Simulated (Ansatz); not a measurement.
The input, for Ansatz 0.2.0:

```yaml
crystal:
  periodic: [false, false, false]
  atoms:
    - {symbol: B, position_ang: [0.000000, 0.000000, 0.085341]}
    - {symbol: C, position_ang: [0.000000, 0.000000, -1.220687]}
    - {symbol: H, position_ang: [0.000000, 0.000000, 1.135346]}
basis:
  gaussian: {orbitals: def2-mTZVP}
magnetization: {spin_polarized: true, initial_magnetization: 0}
correlation: {method: ccsd, electrons: valence}
output: {forces: true}
```

```sh
$ ansatz run in.yaml --threads 1 --pin off --events-out ev --progress --plain --max-ram 2393MiB
```

Log:

```
385 factors; integrals over basis functions are off by at most 1.3e-3 eV
mean field evaluation 1: about -1710.2836 eV, gradient 1.1e1 eV
mean field evaluation 2: about -1710.2823 eV, gradient 1.1e1 eV
mean field evaluation 4: about -1711.1361 eV, gradient 1.1e0 eV
mean field evaluation 8: about -1711.1514 eV, gradient 1.1e-3 eV
mean field evaluation 16: about -1712.1074 eV, gradient 1.2e-1 eV
mean field evaluation 32: about -1712.2788 eV, gradient 1.8e-6 eV
mean field evaluation 64: about -1712.2788 eV, gradient 3.2e-2 eV
mean field evaluation 96: about -1712.1010 eV, gradient 1.8e-6 eV
mean field evaluation 128: about -1712.1010 eV, gradient 5.1e-2 eV
mean field evaluation 160: about -1712.1103 eV, gradient 6.5e-3 eV
mean field evaluation 192: about -1711.1761 eV, gradient 5.5e-1 eV
mean field evaluation 224: about -1712.1010 eV, gradient 4.7e-3 eV
mean field evaluation 256: about -1712.2788 eV, gradient 2.3e-2 eV
mean field evaluation 288: about -1711.1586 eV, gradient 1.8e-1 eV
mean field evaluation 320: about -1705.4316 eV, gradient 3.1e-4 eV
mean field evaluation 352: about -1712.1010 eV, gradient 3.6e-3 eV
mean field evaluation 384: about -1708.7620 eV, gradient 7.5e-1 eV
mean field evaluation 416: about -1712.1010 eV, gradient 4.8e-3 eV
mean field evaluation 448: about -1711.1434 eV, gradient 1.4e0 eV
mean field -1712.27880749 eV, -62.9250855511 hartree, gradient 1.4e-6 eV, S^2 1.004050; 14 other end points of the search recorded, 0 dependent functions left out
determinant -1712.27880749 eV, -62.9250855511 hartree, with singles and doubles -1716.98974028 eV, -63.0982091380 hartree
determinant -1712.10100774 eV, -62.9185515307 hartree, with singles and doubles -1717.00571705 eV, -63.0987962733 hartree
determinant -1711.15135881 eV, -62.8836525762 hartree, with singles and doubles -1716.35008723 eV, -63.0747023217 hartree
determinant -1708.76135203 eV, -62.7958214472 hartree, with singles and doubles -1714.90851952 eV, -63.0217256856 hartree
determinant -1712.27880749 eV, -62.9250855511 hartree, with singles and doubles -1716.99540144 eV, -63.0984171818 hartree
determinant -1712.10100774 eV, -62.9185515307 hartree, with singles and doubles -1717.06143141 eV, -63.1008437382 hartree
2 core orbitals not correlated: weight in the atoms' cores, before any rotation towards them, 1.000 or more for the frozen orbitals, at most 0.000 for the correlated occupied ones
reference -1712.10100774 eV, -62.9185515307 hartree; 4, 4 occupied and 35, 35 virtual orbitals, 385 factors
second order -4.02344898 eV of doubles, -0.00000000 eV of singles
cycle   1  -4.96042389 eV  change   -2.2e-7 eV  update   1.9e-6
cycle   2  -4.96042443 eV  change   -5.4e-7 eV  update   1.3e-6
cycle   3  -4.96042478 eV  change   -3.5e-7 eV  update   4.7e-7
cycle   4  -4.96042495 eV  change   -1.7e-7 eV  update   2.3e-7
cycle   5  -4.96042494 eV  change    1.1e-8 eV  update   1.0e-7
cycle   6  -4.96042493 eV  change    9.4e-9 eV  update   7.1e-8
WARN: the results are in doubt because among natural orbitals full CI differs from the method by +1.247 eV
the calculation of the forces begins
Total energy: -1717.06143267 eV, -63.1008437847 hartree
Atom 0 at     0.000000     0.000000     0.085341 Å, force     0.000000     0.000000    -0.858421 eV/Å
Atom 1 at     0.000000     0.000000    -1.220687 Å, force     0.000000    -0.000000    -3.524379 eV/Å
Atom 2 at     0.000000     0.000000     1.135346 Å, force     0.000000     0.000000     4.382799 eV/Å
Dipole moment:    -0.000000    -0.000000     0.148849 e Å
In doubt: among natural orbitals full CI differs from the method by +1.247 eV
```

Forces (eV/Å):
```
B    0.000  0.000 -0.858
C    0.000  0.000 -3.524
H    0.000  0.000  4.383
```

Ran on 1 thread of Arm Neoverse V1, shared host: 3.8 s wall, 0.12 GiB peak host memory.
